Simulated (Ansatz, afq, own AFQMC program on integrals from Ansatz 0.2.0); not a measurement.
**B2H, doublet: AFQMC among the cluster methods**

```xyz
3

B     0.0000    0.0000    1.3089
B     0.0000    0.0000   -3.7951
H     0.0000    0.0000    2.4863
```

Connectivity, by distances: BH ··· B.

Basis 6-31G. Only valence electrons are correlated. Ansatz 0.2.0 and our own AFQMC program on the same integrals; the CISD trial comes from CCSD amplitudes, and released means the phaseless constraint is let go. Error bars are statistical, one sigma.

Determinant: UHF, the one that the program's search chose, which needn't be the lowest solution. The geometry is a point of a scan.

Full CI on the same integrals is exact in this basis and with this determinant's frozen core.

Cautions: the determinant is a saddle point among determinants of its kind; strong correlation (T1 0.122, weight of the determinant 0.70, largest double 0.14); unrestricted determinant spin contaminated (⟨S²⟩ 1.23 against 0.75); the released energies are still falling, so no released level is given (meV from the phaseless value at times in 1/Eh: -5 ± 3 at 0.24, -9.1 ± 2.2 at 0.51, -14.2 ± 2.3 at 0.99, -20 ± 3 at 1.62, -26 ± 3 at 2.40).

- T1 diagnostic: 0.1216
- weight of the determinant in the CISD state: 0.699
- ⟨S²⟩ of the determinant: 1.230
- size of the correlated space: 7 electrons in 18 orbitals

Reference: full CI, correlation energy -2.631 eV. The cautions show a poor starting determinant, so the rows tell how each method copes with it here, and full CI is the sure value.

```csv
level,E − E(reference) (kcal/mol),share of correlation (%)
HF,60.68,0.00
MP2,28.38,53.24
CCSD,0.97,98.40
CCSD(T),0.35,99.43
CCSDT,0.04,99.93
CCSDT(Q),0.02,99.97
CCSDTQ,0.00,100.00
ph-AFQMC/HF,2.95 ± 0.40,95.15
ph-AFQMC/CISD,0.77 ± 0.06,98.73
```

CCSDT and higher add their correlation energy to the determinant of the CCSD(T) run, since their own runs factorise the integrals more tightly (a shift of under 2 meV).
